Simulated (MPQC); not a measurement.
# PH (SMILES [PH]): levels of theory compared

Wanted: a comparison of 6 runs (UHF/STO-3G, UHF/def2-SVP, UHF/6-311+G**, UHF/pcseg-2, UB3LYP/6-31G*, UB3LYP/6-311+G**) of PH. 

The results are computed with MPQC 2.3.1.

2 further runs of the same task are left out: 2 that didn't finish.

## (1) The molecule

PH has 2 atoms, charge 0, and is taken as a triplet. SMILES: `[PH]`. The shape is that of a GFN2-xTB optimisation.

Bond lengths: P1–H2 1.399 Å.

## (2) Energy and forces at UHF/STO-3G (run 1)

File run.in:

```
% HP
molecule<Molecule>: (
   symmetry = c1
   unit = angstrom
   { atoms geometry } = {
      P  [ 0.000000     0.000000     0.000000 ]
      H  [ 0.000000     0.000000     1.399070 ]
   }
)
basis<GaussianBasisSet>: (
   name = "STO-3G"
   molecule = $:molecule
   basisdir = "."
   puream = yes
)
mpqc: (
   checkpoint = no
   savestate = no
   restart = no
   do_energy = yes
   do_gradient = yes
   optimize = no
   mole<UHF>: (
      molecule = $:molecule
      basis = $:basis
      total_charge = 0
      multiplicity = 3
      memory = 1000000000
      print_evals = yes
      print_npa = yes
      maxiter = 120
      value_accuracy = 1e-08
      guess_wavefunction<UHF>: (
         molecule = $:molecule
         total_charge = 0
         multiplicity = 3
         memory = 1000000000
         value_accuracy = 1e-3
         basis<GaussianBasisSet>: (
            name = "STO-3G"
            molecule = $:molecule
         )
      )
   )
)
```

The basis set STO-3G is read from a file made from the Basis Set Exchange's data (not shown).

On the command line:

```bash
mpqc -o run.out run.in
```

Standard output:

```text
MPQC: Massively Parallel Quantum Chemistry
[...]
  <S^2>      = 2.011732
  total scf energy = -337.2431159598
[...]
Value of the MolecularEnergy: -337.2431159598
  Gradient of the MolecularEnergy:
      1    0.0000000237
      2   -0.0000000097
      3    0.0019108445
      4   -0.0000000237
      5    0.0000000097
      6   -0.0019108445
  Function Parameters:
    value_accuracy    = 8.032858e-09 (1.000000e-08) (computed)
    gradient_accuracy = 8.032858e-07 (1.000000e-06) (computed)
    hessian_accuracy  = 0.000000e+00 (1.000000e-04)
[...]
      symmetry = c1
[...]
      nbasis = 10
[...]
    nalpha = 9
    nbeta = 7
[...]
```

It took 0.2 s on 1 thread of Intel Xeon Platinum 8488C (Sapphire Rapids), shared host.

## (3) Energy and forces at UHF/def2-SVP (run 2)

File run.in:

```
% emacs should use -*- KeyVal -*- mode
molecule<Molecule>: (
    symmetry = c1
    unit = angstrom
    { atoms geometry } = {
        P  [ 0.000000     0.000000     0.000000 ]
        H  [ 0.000000     0.000000     1.399070 ]
    }
)
basis<GaussianBasisSet>: (
    name = "def2-SVP"
    molecule = $:molecule
    basisdir = "."
    puream = yes
)
mpqc: (
    checkpoint = no
    savestate = no
    restart = no
    do_energy = yes
    do_gradient = yes
    optimize = no
    mole<UHF>: (
        molecule = $:molecule
        basis = $:basis
        total_charge = 0
        multiplicity = 3
        memory = 1000000000
        print_evals = yes
        print_npa = yes
        maxiter = 120
        value_accuracy = 1e-08
        guess_wavefunction<UHF>: (
            molecule = $:molecule
            total_charge = 0
            multiplicity = 3
            memory = 1000000000
            value_accuracy = 1e-3
            basis<GaussianBasisSet>: (
                name = "STO-3G"
                molecule = $:molecule
            )
        )
    )
)
```

The basis set def2-SVP is read from a file made from the Basis Set Exchange's data (not shown).

On the command line:

```bash
mpqc -o run.out run.in
```

Standard output:

```text
MPQC: Massively Parallel Quantum Chemistry
[...]
  <S^2>      = 2.020572
  total scf energy = -341.1759041656
[...]
Value of the MolecularEnergy: -341.1759041656
  Gradient of the MolecularEnergy:
      1    0.0000000000
      2   -0.0000000000
      3    0.0091709452
      4   -0.0000000000
      5    0.0000000000
      6   -0.0091709452
  Function Parameters:
    value_accuracy    = 7.781877e-09 (1.000000e-08) (computed)
    gradient_accuracy = 7.781877e-07 (1.000000e-06) (computed)
    hessian_accuracy  = 0.000000e+00 (1.000000e-04)
[...]
      symmetry = c1
[...]
      nbasis = 23
[...]
    nalpha = 9
    nbeta = 7
[...]
```

Wall time 0.34 s (1 thread of Intel Xeon Platinum 8488C (Sapphire Rapids), shared host).

Runs 3 to 5 aren't shown in full; the table further down has their settings and results.

## (4) Energy and forces at UB3LYP/6-311+G(d,p) (run 6)

File input.in:

```
% emacs should use -*- KeyVal -*- mode
molecule<Molecule>: (
   symmetry = c1
   unit = bohr
   { atoms geometry } = {
      P  [ 0.00000000     0.00000000     0.00000000 ]
      H  [ 0.00000000     0.00000000     2.64385913 ]
   }
)
basis<GaussianBasisSet>: (
   name = "6-311+G**"
   molecule = $:molecule
   basisdir = "."
   puream = yes
)
mpqc: (
   checkpoint = no
   savestate = no
   restart = no
   do_energy = yes
   do_gradient = yes
   optimize = no
   mole<UKS>: (
      molecule = $:molecule
      basis = $:basis
      total_charge = 0
      multiplicity = 3
      memory = 1000000000
      print_evals = yes
      print_npa = yes
      maxiter = 120
      value_accuracy = 1e-08
      functional<StdDenFunctional>: ( name = "B3LYP" )
      integrator<RadialAngularIntegrator>: ( grid = xfine )
      guess_wavefunction<UHF>: (
         molecule = $:molecule
         total_charge = 0
         multiplicity = 3
         memory = 1000000000
         value_accuracy = 1e-3
         basis<GaussianBasisSet>: (
            name = "STO-3G"
            molecule = $:molecule
         )
      )
   )
)
```

The basis set 6-311+G** is read from a file made from the Basis Set Exchange's data (not shown).

On the command line:

```bash
mpqc input.in > input.out
```

Standard output:

```text
MPQC: Massively Parallel Quantum Chemistry
[...]
  Integrated electron density error = -0.000011100068
  iter     1 energy = -341.4277052491 delta = 1.43629e-01
  Integrated electron density error = -0.000024499291
  iter     2 energy = -341.8934082980 delta = 3.55132e-02
[...]
  Integrated electron density error = -0.000000000229
  iter    19 energy = -341.9040186883 delta = 7.93392e-08
  Integrated electron density error = -0.000000000227
  iter    20 energy = -341.9040186883 delta = 3.12040e-08
  Integrated electron density error = -0.000000000227
  iter    21 energy = -341.9040186889 delta = 1.42239e-08
[...]
  <S^2>      = 2.004806
  total scf energy = -341.9040186889
[...]
  Integrated electron density error = -0.000000000178
  Total Gradient:
[...]
Value of the MolecularEnergy: -341.9040186889
  Gradient of the MolecularEnergy:
      1    0.0000000000
      2    0.0000000000
      3    0.0142296922
      4   -0.0000000000
      5   -0.0000000000
      6   -0.0142296922
  Unrestricted Kohn-Sham (UKS) Parameters:
    Function Parameters:
      value_accuracy    = 5.057189e-09 (1.000000e-08) (computed)
      gradient_accuracy = 5.057189e-07 (1.000000e-06) (computed)
      hessian_accuracy  = 0.000000e+00 (1.000000e-04)
[...]
        symmetry = c1
[...]
        nbasis = 36
[...]
      nalpha = 9
      nbeta = 7
[...]
```

It took 11 s on 1 thread of Intel Xeon Platinum 8488C (Sapphire Rapids), shared host.

## (5) Overview of the runs

```
run                                level  integration grid  energy (Eh)   ⟨S²⟩  largest force (eV/Å)  wall time
  1                           UHF/STO-3G                 –  -337.243116  2.012                 0.098      0.2 s
  2                         UHF/def2-SVP                 –  -341.175904  2.021                 0.472     0.34 s
  3                        UHF/6-311+G**                 –  -341.288000  2.019                 0.344     0.67 s
  4                          UHF/pcseg-2                 –  -341.290830  2.024                 0.279      1.3 s
  5  UB3LYP/6-31G* (spherical functions)             xfine  -341.874020  2.005                 0.816      3.9 s
  6                     UB3LYP/6-311+G**             xfine  -341.904019  2.005                 0.732       11 s
```

## (6) What came out

```
                       quantity          value
            run 6: total energy  -341.90402 Eh
                    run 6: ⟨S²⟩          2.005
run 6: largest force on an atom     0.732 eV/Å
```

What this shows: In run 1 the basis is minimal, so the values are rough. All runs together took 17 s, the longest 11 s.
